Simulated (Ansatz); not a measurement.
A made-up structure of CH$_{2}$AlSi, doublet:

```xyz
5
angstrom
C -0.2247 0.3552 -0.6753
Si 0.9694 -1.5294 2.9087
Al 0.3126 -0.4944 0.9390
H -1.0198 -0.0674 -1.2346
H 0.2807 1.2344 -0.9839
```

It is relaxed with PBE-D4/def2-SVP and then PBE0-D4/def2-TZVP (Ansatz 0.2.0). Atoms count as bonded within 1.22 times the sum of their covalent radii (H–H: 0.88 Å). The end point is not checked to be a true minimum.

Task: Does its bonding change? (A judgement: the text doesn't fix the answer.)

Result: The calculation gives: No: no bond forms or breaks.

Where it ends: The first stage lowers the energy by 0.14 eV in 5 steps. It ends as CH₂AlSi ([CH2][Al][Si]):
```xyz
5
angstrom
C -0.2149 0.3393 -0.6453
Si 0.9841 -1.5531 2.9537
Al 0.3217 -0.5076 0.9653
H -1.0200 -0.0241 -1.2822
H 0.2472 1.2440 -1.0375
```

Labels in which every atom is bracketed show which atoms are joined, not bond orders.

For scale, one of the runs: PBE0-D4/def2-TZVP relaxation, 117 basis functions, launched by `ansatz run in.yaml --threads 2 --pin off --events-out ev --progress --plain --max-ram 4352MiB`. Hardware: 2 CPU threads of an Arm Neoverse V1, shared host. Wall time about 58 s.
